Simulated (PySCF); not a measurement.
Reaction (SMILES): N (NH3) + H+ → [NH4+]
B3LYP-D3(BJ)/def2-TZVP geometries, fixed; electronic energies without zero-point terms; positive where energy is released.
Largest species:
```
N
H 1 1.0250
H 1 1.0250 2 109.47
H 1 1.0250 2 109.47 3 120.00
H 1 1.0250 2 109.47 4 120.00
```
Charge +1, spin multiplicity 1.

How fast the proton affinity converges with the basis for several methods (PySCF): deviation from each method's own reference, in kcal/mol. References: HF 215.89 kcal/mol, the value in def2-QZVPPD; PBE 210.83 kcal/mol, the value in def2-QZVPPD; PBE0 213.00 kcal/mol, the value in def2-QZVPPD. All functions are spherical. Density fitting with generated auxiliary sets. No added dispersion term, no relativity. 

```tsv
basis	functions	HF	PBE	PBE0
6-31G**	34	3.66	[?]	6.36
def2-SVP	34	3.73	[?]	5.41
6-311G**	42	2.61	[?]	4.15
6-311+G**	46	0.15	[?]	0.68
def2-TZVP	55	0.24	[?]	0.86
aug-pcseg-1	59	-2.24	[?]	-2.20
def2-TZVPP	87	0.55	[?]	1.01
jun-cc-pV(T+d)Z	95	-0.10	[?]	-0.06
def2-TZVPPD	105	0.01	[?]	0.08
aug-cc-pVTZ	138	-0.13	[?]	-0.10
pcseg-3	192	0.08	[?]	0.03
def2-QZVPPD	195	0.00	[?]	0.00
```

Problem. Fill in the missing entries.

Solution. 
- 6-31G**, PBE: 7.96
- def2-SVP, PBE: 6.55
- 6-311G**, PBE: 5.18
- 6-311+G**, PBE: 0.82
- def2-TZVP, PBE: 1.23
- aug-pcseg-1, PBE: -2.20
- def2-TZVPP, PBE: 1.36
- jun-cc-pV(T+d)Z, PBE: -0.06
- def2-TZVPPD, PBE: 0.12
- aug-cc-pVTZ, PBE: -0.12
- pcseg-3, PBE: 0.02
- def2-QZVPPD, PBE: 0.00

Mean absolute deviation over 6-311G**, 6-311+G**, def2-TZVP, def2-TZVPP, jun-cc-pV(T+d)Z, def2-TZVPPD, aug-cc-pVTZ: HF 0.54, PBE0 0.99, PBE 1.27 kcal/mol.
